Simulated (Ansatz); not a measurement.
Computed with B3LYP-D3(BJ)/def2-TZVP in Ansatz (a program for electronic structure). No frequencies were computed at this level.

Ansatz 0.2 input:
```yaml
crystal:
  periodic: [false, false, false]
  atoms:
    - { symbol: C, position_ang: [-1.274216, -0.211566, -0.101797] }
    - { symbol: C, position_ang: [-0.009328, 0.549895, -0.168987] }
    - { symbol: C, position_ang: [1.268655, -0.018821, 0.307503] }
    - { symbol: H, position_ang: [-2.127397, 0.45623, 0.023549] }
    - { symbol: H, position_ang: [-1.45375, -0.780801, -1.024419] }
    - { symbol: H, position_ang: [-1.256988, -0.924965, 0.721056] }
    - { symbol: H, position_ang: [0.014984, 1.453503, -0.754021] }
    - { symbol: H, position_ang: [1.770451, -0.601895, -0.477476] }
    - { symbol: H, position_ang: [1.960739, 0.768389, 0.60618] }
    - { symbol: H, position_ang: [1.106849, -0.689969, 1.150708] }
basis:
  gaussian: { orbitals: def2-tzvp }
hamiltonian:
  xc: b3lyp
  dispersion: d3bj
relax:
  max_steps: 150
magnetization:
  spin_polarized: true
  initial_magnetization: 1
```

Output:

```
Functional definition: B3LYP
848 factors; their error is unknown
mean field evaluation 1: about -3215.4489 eV, gradient 4.6e1 eV
mean field evaluation 2: about -3209.7604 eV, gradient 5.5e1 eV
mean field evaluation 4: about -3225.2544 eV, gradient 2.4e0 eV
mean field evaluation 8: about -3225.2598 eV, gradient 5.1e-2 eV
mean field evaluation 16: about -3225.2598 eV, gradient 1.3e-5 eV
mean field -3225.25976732 eV, -118.5261102895 hartree, gradient 1.3e-5 eV, S^2 0.754141; 0 other end points of the search recorded, 0 dependent functions left out
reference -3225.26002571 eV, -118.5261197851 hartree; 13, 12 occupied and 122, 123 virtual orbitals, 848 factors
relax step   1: F+E_penalty+E_count = -3225.49988452 eV  Δ(F+E_penalty+E_count) = +0.000e0 eV  max|allowed force component| = 2.212e-1 eV/Å  Δτ_max = 0.0000 Å  (29 SCF iters, accepted)
these checks for a lower state are left out or cut short: starts, cluster_reference, orbital_swaps, neighbouring_geometries, increment
848 factors; their error is unknown
mean field -3225.27053985 eV, -118.5265061724 hartree, gradient 1.9e-5 eV, S^2 0.754167; 0 other end points of the search recorded, 0 dependent functions left out
reference -3225.27079921 eV, -118.5265157039 hartree; 13, 12 occupied and 122, 123 virtual orbitals, 848 factors
relax step   2: F+E_penalty+E_count = -3225.50960500 eV  Δ(F+E_penalty+E_count) = -9.720e-3 eV  max|allowed force component| = 7.430e-2 eV/Å  Δτ_max = 0.0318 Å  (30 SCF iters, accepted)
these checks for a lower state are left out or cut short: starts, cluster_reference, orbital_swaps, neighbouring_geometries, increment
848 factors; their error is unknown
mean field -3225.27346232 eV, -118.5266135716 hartree, gradient 2.0e-5 eV, S^2 0.754168; 0 other end points of the search recorded, 0 dependent functions left out
reference -3225.27372213 eV, -118.5266231192 hartree; 13, 12 occupied and 122, 123 virtual orbitals, 848 factors
relax step   3: F+E_penalty+E_count = -3225.51229461 eV  Δ(F+E_penalty+E_count) = -2.690e-3 eV  max|allowed force component| = 3.929e-2 eV/Å  Δτ_max = 0.0353 Å  (30 SCF iters, accepted)
these checks for a lower state are left out or cut short: starts, cluster_reference, orbital_swaps, neighbouring_geometries, increment
848 factors; their error is unknown
mean field evaluation 32: about -3225.2402 eV, gradient 2.7e0 eV
mean field -3225.27322386 eV, -118.5266048081 hartree, gradient 1.6e-5 eV, S^2 0.754155; 0 other end points of the search recorded, 0 dependent functions left out
reference -3225.27348224 eV, -118.5266143033 hartree; 13, 12 occupied and 122, 123 virtual orbitals, 848 factors
relax step   4: F+E_penalty+E_count = -3225.51339952 eV  Δ(F+E_penalty+E_count) = -1.105e-3 eV  max|allowed force component| = 2.106e-1 eV/Å  Δτ_max = 0.0956 Å  (30 SCF iters, accepted)
these checks for a lower state are left out or cut short: starts, cluster_reference, orbital_swaps, neighbouring_geometries, increment
848 factors; their error is unknown
mean field -3225.27856145 eV, -118.5268009610 hartree, gradient 1.6e-5 eV, S^2 0.754177; 0 other end points of the search recorded, 0 dependent functions left out
reference -3225.27882168 eV, -118.5268105243 hartree; 13, 12 occupied and 122, 123 virtual orbitals, 848 factors
relax step   5: F+E_penalty+E_count = -3225.51777986 eV  Δ(F+E_penalty+E_count) = -4.380e-3 eV  max|allowed force component| = 5.873e-2 eV/Å  Δτ_max = 0.0984 Å  (30 SCF iters, accepted)
these checks for a lower state are left out or cut short: starts, cluster_reference, orbital_swaps, neighbouring_geometries, increment
848 factors; their error is unknown
mean field -3225.27976735 eV, -118.5268452768 hartree, gradient 1.8e-5 eV, S^2 0.754184; 0 other end points of the search recorded, 0 dependent functions left out
reference -3225.28002680 eV, -118.5268548115 hartree; 13, 12 occupied and 122, 123 virtual orbitals, 848 factors
relax step   6: F+E_penalty+E_count = -3225.51956648 eV  Δ(F+E_penalty+E_count) = -1.787e-3 eV  max|allowed force component| = 2.594e-2 eV/Å  Δτ_max = 0.0324 Å  (30 SCF iters, accepted)
these checks for a lower state are left out or cut short: starts, cluster_reference, orbital_swaps, neighbouring_geometries, increment
848 factors; their error is unknown
mean field -3225.27976132 eV, -118.5268450553 hartree, gradient 1.9e-5 eV, S^2 0.754191; 0 other end points of the search recorded, 0 dependent functions left out
reference -3225.28002093 eV, -118.5268545960 hartree; 13, 12 occupied and 122, 123 virtual orbitals, 848 factors
relax step   7: F+E_penalty+E_count = -3225.51965757 eV  Δ(F+E_penalty+E_count) = -9.109e-5 eV  max|allowed force component| = 3.429e-2 eV/Å  Δτ_max = 0.0396 Å  (30 SCF iters, accepted)
these checks for a lower state are left out or cut short: starts, cluster_reference, orbital_swaps, neighbouring_geometries, increment
848 factors; their error is unknown
mean field evaluation 64: about -3225.2799 eV, gradient 4.6e-3 eV
mean field -3225.27994308 eV, -118.5268517351 hartree, gradient 1.8e-5 eV, S^2 0.754199; 0 other end points of the search recorded, 0 dependent functions left out
reference -3225.28020260 eV, -118.5268612723 hartree; 13, 12 occupied and 122, 123 virtual orbitals, 848 factors
relax step   8: F+E_penalty+E_count = -3225.51977601 eV  Δ(F+E_penalty+E_count) = -1.184e-4 eV  max|allowed force component| = 1.850e-2 eV/Å  Δτ_max = 0.0078 Å  (31 SCF iters, accepted)
these checks for a lower state are left out or cut short: starts, cluster_reference, orbital_swaps, neighbouring_geometries, increment
848 factors; their error is unknown
mean field -3225.27994067 eV, -118.5268516463 hartree, gradient 1.8e-5 eV, S^2 0.754195; 0 other end points of the search recorded, 0 dependent functions left out
reference -3225.28020013 eV, -118.5268611815 hartree; 13, 12 occupied and 122, 123 virtual orbitals, 848 factors
relax step   9: F+E_penalty+E_count = -3225.51981542 eV  Δ(F+E_penalty+E_count) = -3.942e-5 eV  max|allowed force component| = 2.283e-3 eV/Å  Δτ_max = 0.0053 Å  (32 SCF iters, accepted)
848 factors; their error is unknown
mean field evaluation 96: about -3225.2799 eV, gradient 1.9e-5 eV
mean field -3225.27994067 eV, -118.5268516463 hartree, gradient 1.8e-5 eV, S^2 0.754195; 1 other end points of the search recorded, 0 dependent functions left out
reference -3225.28020013 eV, -118.5268611815 hartree; 13, 12 occupied and 122, 123 virtual orbitals, 848 factors
Total energy: -3225.52007489 eV, -118.5356764160 hartree
Atom 0 at    -1.271077    -0.213259    -0.121804 Å, force     0.000375     0.000139    -0.000339 eV/Å
Atom 1 at    -0.028564     0.599055    -0.072674 Å, force     0.000223    -0.001908     0.001232 eV/Å
Atom 2 at     1.273346    -0.024614     0.276923 Å, force    -0.000596     0.000143    -0.000585 eV/Å
Atom 3 at    -2.164112     0.406852    -0.210307 Å, force    -0.000176    -0.000274    -0.000579 eV/Å
Atom 4 at    -1.273609    -0.907296    -0.977532 Å, force    -0.000053    -0.000260     0.000772 eV/Å
Atom 5 at    -1.376669    -0.838575     0.771994 Å, force    -0.000349     0.000161    -0.000068 eV/Å
Atom 6 at    -0.037695     1.598657    -0.488212 Å, force    -0.000058     0.002283    -0.000369 eV/Å
Atom 7 at     1.630786    -0.699843    -0.516927 Å, force     0.000109     0.000095     0.000401 eV/Å
Atom 8 at     2.054409     0.718997     0.440518 Å, force     0.000280    -0.000193    -0.000178 eV/Å
Atom 9 at     1.193185    -0.639975     1.180317 Å, force     0.000244    -0.000185    -0.000286 eV/Å
Dipole moment:     0.006384    -0.029986    -0.026953 e Å
```

Cost: roughly 50 core-seconds.
